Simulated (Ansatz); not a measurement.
Computed with frozen-core CCSD(T)/cc-pVTZ // M06-2X/def2-TZVP (Ansatz, a first-principles code).

Ansatz 0.2 input:
```yaml
crystal:
  periodic: [false, false, false]
  atoms:
    - { symbol: O, position_ang: [0.490514, -0.000003, -0.000002] }
    - { symbol: H, position_ang: [-0.482735, 0.000003, 0.000002] }
basis:
  gaussian: { orbitals: cc-pVTZ }
correlation:
  method: ccsd_t
magnetization:
  spin_polarized: true
  initial_magnetization: 1
```

Output:

```
Functional definition: HF
261 factors; integrals over basis functions are off by at most 8.8e-4 eV
mean field evaluation 1: about -2051.7655 eV, gradient 1.2e1 eV
mean field evaluation 2: about -2051.7658 eV, gradient 1.2e1 eV
mean field evaluation 4: about -2052.2520 eV, gradient 1.3e0 eV
mean field evaluation 8: about -2052.2588 eV, gradient 5.9e-4 eV
mean field evaluation 16: about -2050.8054 eV, gradient 1.6e1 eV
mean field evaluation 32: about -2052.2588 eV, gradient 5.7e-2 eV
mean field -2052.25882725 eV, -75.4191208306 hartree, gradient 1.6e-6 eV, S^2 0.756095; 2 other end points of the search recorded, 0 dependent functions left out
1 core orbitals not correlated
reference -2052.25882725 eV, -75.4191208306 hartree; 4, 3 occupied and 39, 40 virtual orbitals, 261 factors
second order -5.43559356 eV of doubles, -0.00000000 eV of singles
cycle   1  -5.68401207 eV  change   -2.5e-1 eV  update   3.2e-2
cycle   2  -5.79604887 eV  change   -1.1e-1 eV  update   1.1e-2
cycle   3  -5.80921018 eV  change   -1.3e-2 eV  update   3.9e-3
cycle   4  -5.80870732 eV  change    5.0e-4 eV  update   1.5e-3
cycle   5  -5.80933046 eV  change   -6.2e-4 eV  update   6.3e-4
cycle   6  -5.80948190 eV  change   -1.5e-4 eV  update   2.2e-4
cycle   7  -5.80950183 eV  change   -2.0e-5 eV  update   7.1e-5
cycle   8  -5.80948511 eV  change    1.7e-5 eV  update   2.3e-5
cycle   9  -5.80948609 eV  change   -9.8e-7 eV  update   6.3e-6
perturbative correction -0.13887258 eV, -0.0051034730 hartree
Total energy: -2058.20718592 eV, -75.6377189795 hartree
```

Cost: about 1.9 core-seconds (a rough figure).
